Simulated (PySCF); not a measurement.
Isomerisation enthalpies of C2H4Cl2

**Measured values to compare with.**

From Active Thermochemical Tables 1.112, for the gas at 298.15 K: enthalpy of formation of `ClCCCl` (1,2-dichloroethane) -130.09 ± 0.59 kJ/mol; enthalpy of formation of `CC(Cl)Cl` -127.4 ± 1.1 kJ/mol.

The results are set against them at the end.

Differences of these values give the isomerisation enthalpies. Geometries: PBE0-D3(BJ)/def2-SVP; runs in PySCF, gas phase, with a dispersion term only where the level names one. Total electronic energies (Eh):

| SMILES | PBE0-D3(BJ)/def2-SVP | PBE0/pcSseg-1 | mPW1PW91/pcSseg-2 |
| --- | --- | --- | --- |
| ClCCCl | -998.28037 | -998.57349 | -999.12525 |
| CC(Cl)Cl | -998.28050 | -998.57265 | -999.12368 |

Geometry of `ClCCCl` (Å):
```
atom  x, y, z in Å
Cl1   -0.263    1.147    1.809
C2     0.147   -0.200    0.713
C3    -0.147    0.200   -0.713
Cl4    0.263   -1.147   -1.809
H5    -0.450   -1.073    1.009
H6     1.211   -0.436    0.846
H7    -1.211    0.436   -0.846
H8     0.450    1.073   -1.009
```

Geometry of `CC(Cl)Cl` (Å):
```
atom  x, y, z in Å
C1    -0.7571   -0.2590   -0.1570
C2     0.6299    0.1764    0.2374
Cl3    1.8568   -0.9122   -0.4647
Cl4    0.9291    1.8628   -0.2592
H5    -0.8717   -0.2127   -1.2488
H6    -0.9322   -1.2915    0.1777
H7    -1.5016    0.4032    0.3083
H8     0.7849    0.1473    1.3227
```

Zero-point and thermal terms are left out, so the computed numbers are electronic energies.

## Comparison

Relative to `ClCCCl`, the lowest by measurement, in kJ/mol (measured: enthalpies at 298.15 K; computed: electronic energies):

```tsv
SMILES	measured	PBE0-D3(BJ)/def2-SVP	PBE0/pcSseg-1	mPW1PW91/pcSseg-2
ClCCCl	0.0	0.0	0.0	0.0
CC(Cl)Cl	2.7	-0.4	2.2	4.1
```

Measured values: -130.09 kJ/mol (298.15 K; Active Thermochemical Tables 1.112) for the first row; the others come from the same table. Unsigned miss: PBE0/pcSseg-1 0.5, mPW1PW91/pcSseg-2 1.4, PBE0-D3(BJ)/def2-SVP 3.1 kJ/mol. The two lowest measured values lie only 2.7 kJ/mol apart, so their order may not be settled by the table. One conformer stands for `ClCCCl`, not necessarily the lowest, while the measurement averages over conformers. Where a level misses, the cause wasn't examined.
